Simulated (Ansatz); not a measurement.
A made-up structure of Al2NH3, closed shell:

```xyz
6
angstrom
N -0.6548 -0.2906 -0.1926
Al 0.7788 0.4673 -0.9801
Al 0.3078 0.0165 1.3001
H -1.5468 -0.6883 -0.4556
H 1.1084 0.7749 -2.5039
H 2.1915 1.0208 -1.0704
```

It is relaxed with PBE-D4/def2-SVP and then PBE0-D4/def2-TZVP (Ansatz 0.2.0). Atoms count as bonded within 1.22 times the sum of their covalent radii (H–H: 0.88 Å). The end point is not checked to be a true minimum.

Q: Does its bonding change? (A judgement: the text doesn't fix the answer.)

A: By the calculation: Yes. Formed: none; broken: Al2–Al3.

Where it ends: The first stage lowers the energy by 2.13 eV in 11 steps. It ends as Al₂NH₃ ([Al][NH][AlH2]):
```json
{"atom": "N1", "x (Å)": "-0.2934", "y (Å)": "-0.1227", "z (Å)": "-0.1384"}
{"atom": "Al2", "x (Å)": "0.8925", "y (Å)": "0.5177", "z (Å)": "-1.3122"}
{"atom": "Al3", "x (Å)": "-0.0814", "y (Å)": "-0.2337", "z (Å)": "1.6572"}
{"atom": "H4", "x (Å)": "-1.1661", "y (Å)": "-0.4512", "z (Å)": "-0.5433"}
{"atom": "H5", "x (Å)": "0.5710", "y (Å)": "0.5542", "z (Å)": "-2.8630"}
{"atom": "H6", "x (Å)": "2.2622", "y (Å)": "1.0364", "z (Å)": "-0.7029"}
```

Labels in which every atom is bracketed show which atoms are joined, not bond orders.

For scale, one of the runs: PBE0-D4/def2-TZVP relaxation, 123 basis functions, launched by `ansatz run in.yaml --threads 2 --pin off --events-out ev --progress --plain --max-ram 4352MiB`. Hardware: 2 CPU threads of an Intel Xeon Platinum 8259CL, shared host. Wall time about 16 s.
